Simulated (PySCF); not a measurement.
## Working out the ionisation energy of Al

Al [Ne] 3s2 3p1 (2P) → Al⁺ [Ne] 3s2 (1S). All numbers are calculated (PySCF 2.14, no relativity, point nucleus, in aug-cc-pV(5+d)Z). Frozen: [Ne]. Energies in hartree (1 hartree = 27.21139 eV):

```
             part   Al (lower)  Al⁺ (upper)
              UHF  -241.880756  -241.674614
MP2 opposite-spin    -0.036546    -0.029850
    MP2 same-spin    -0.002687     0.000000
```

Question: What does Hartree-Fock give?

Answer: (-241.674614) − (-241.880756) = 0.206142 hartree = 5.609 eV.

Question: What do MP2 and SCS-MP2 (6/5 opposite-spin, 1/3 same-spin) give?

Answer: The opposite-spin parts differ by 0.182 eV and the same-spin parts by 0.073 eV. MP2: 5.609 + (0.182) + (0.073) = 5.864 eV. SCS-MP2: 5.609 + 1.2 × (0.182) + (0.073)/3 = 5.852 eV.

Measured between the centres of the two terms (NIST): 5.977 eV, so MP2 (valence) is off by -0.113 eV.

What remains against the reference includes basis incompleteness, the frozen core and correlation beyond second order.
